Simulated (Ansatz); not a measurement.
**How the lattice parameter a of Nb (model structure, started from the diamond type, Fd-3m, No. 227, 2 atoms in the cell) moves with the method**

No measured value is used here.

```json
[
 {"level (code)": "PBE (Ansatz)", "value (Å)": "5.914"},
 {"level (code)": "PBEsol (Ansatz)", "value (Å)": "[?]"},
 {"level (code)": "PBE-D3(BJ) (Ansatz)", "value (Å)": "5.817"},
 {"level (code)": "r²SCAN (Ansatz)", "value (Å)": "5.860"}
]
```

Task: Complete the blanks.

Result: 
- PBEsol (Ansatz, a first-principles code), value (Å): 5.813

Ansatz's density-functional and Hartree–Fock values are scalar-relativistic unless marked +SOC, with PAW data made under PBE.

A model structure was made by putting elements into a prototype or built by hand; it is no filed structure, need not be a known phase, and can be a saddle point held by its symmetry.
